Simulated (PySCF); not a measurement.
First SCF of a structure search on triplet P₃⁺, at a hand-made equilateral triangle geometry. PySCF input:

```python
from pyscf import gto, scf, dft
mol = gto.M(atom='''
P      0.640870    -1.110010     0.000000
P     -1.281720     0.000010     0.000000
P      0.640850     1.110010     0.000000''',
    basis={'P': 'def2-TZVP'},
    charge=1, spin=2)
mf = dft.UKS(mol, xc='PBE0')
mf.grids.atom_grid = (50, 194)
aux = {'P': 'def2-universal-JKFIT'}
mf = mf.density_fit(auxbasis=aux)
mf.conv_tol = 1e-08
mf.diis_space = 10
mf.max_cycle = 60
mf.init_guess = 'minao'
mf.verbose = 4
mf.kernel()
```

Excerpt of the output (cycles alone):

```
init E= -1023.77831896495
cycle= 1 E= -1023.27482851813  delta_E= 0.503  |g|= 0.221  |ddm|= 1.32
cycle= 2 E= -1023.28798428542  delta_E= -0.0132  |g|= 0.18  |ddm|= 0.523
cycle= 3 E= -1023.29436884962  delta_E= -0.00638  |g|= 0.128  |ddm|= 0.268
cycle= 4 E= -1023.30357893797  delta_E= -0.00921  |g|= 0.0625  |ddm|= 0.166
cycle= 5 E= -1023.3064093287  delta_E= -0.00283  |g|= 0.0199  |ddm|= 0.079
cycle= 6 E= -1023.30687437059  delta_E= -0.000465  |g|= 0.00718  |ddm|= 0.0303
cycle= 7 E= -1023.30715574544  delta_E= -0.000281  |g|= 0.00661  |ddm|= 0.0298
cycle= 8 E= -1023.30735259105  delta_E= -0.000197  |g|= 0.00691  |ddm|= 0.0195
cycle= 9 E= -1023.30651613209  delta_E= 0.000836  |g|= 0.00391  |ddm|= 0.11
cycle= 10 E= -1023.30633154722  delta_E= 0.000185  |g|= 0.00233  |ddm|= 0.0906
cycle= 11 E= -1023.30633435671  delta_E= -2.81e-06  |g|= 0.000778  |ddm|= 0.00605
cycle= 12 E= -1023.30633456192  delta_E= -2.05e-07  |g|= 0.000448  |ddm|= 0.00206
cycle= 13 E= -1023.30633476367  delta_E= -2.02e-07  |g|= 0.00012  |ddm|= 0.00113
cycle= 14 E= -1023.30633480706  delta_E= -4.34e-08  |g|= 6.16e-05  |ddm|= 0.000494
cycle= 15 E= -1023.3063348175  delta_E= -1.04e-08  |g|= 3.7e-05  |ddm|= 0.00052
cycle= 16 E= -1023.30633482436  delta_E= -6.85e-09  |g|= 2.19e-05  |ddm|= 0.000266
Extra cycle  E= -1023.30633482735  delta_E= -2.99e-09  |g|= 2.27e-05  |ddm|= 0.000105
converged SCF energy = -1023.30633482735  <S^2> = 2.0143054  2S+1 = 3.0095218
```

This is not the lowest solution: another start and a stability analysis within the same unrestricted form found one 16.1 kJ/mol lower, at -1023.31248 Eh.

The search for the lowest solution, 3 starts and the stability check together, took 12 s on 4 threads of a shared Arm Neoverse V2 host, with 111 basis functions; the process peaked at 0.42 GiB.
